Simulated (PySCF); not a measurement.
hydrogen fluoride (FH), SMILES F.

Geometry: B3LYP-D3(BJ)/def2-TZVPD.

Two levels are set side by side: PBE/def2-TZVPD (PySCF) and CAM-B3LYP/def2-TZVPD (PySCF). Same geometry, gas phase. Differences are taken from unrounded values.

```json
[
 {"quantity": "orbital gap (eV)", "PBE": "9.06"},
 {"quantity": "highest occupied level (eV)", "PBE": "-9.63"},
 {"quantity": "lowest empty level (eV)", "PBE": "-0.57"},
 {"quantity": "dipole moment (D)", "PBE": "1.75"},
 {"quantity": "mean polarisability (bohr³)", "PBE": "6.1"}
]
```

Question: These are the PBE values. What does CAM-B3LYP give? (The exact figures need the calculation; the answer reports its results.)

Answer: 
| quantity | CAM-B3LYP | PBE minus CAM-B3LYP |
|---|---|---|
| orbital gap (eV) | 14.32 | -5.27 |
| highest occupied level (eV) | -13.48 | 3.85 |
| lowest empty level (eV) | 0.85 | -1.41 |
| dipole moment (D) | 1.84 | -0.08 |
| mean polarisability (bohr³) | 5.7 | 0.4 |

Without exact exchange PBE keeps part of each electron's self-repulsion, which lifts occupied levels and narrows the gap. PBE's more diffuse valence density responds more strongly to a field. Differences between two approximate levels are no errors against the true value.

Rough cost on one machine, each run with all the roots and properties that it gave: CAM-B3LYP against PBE within a factor of 2.
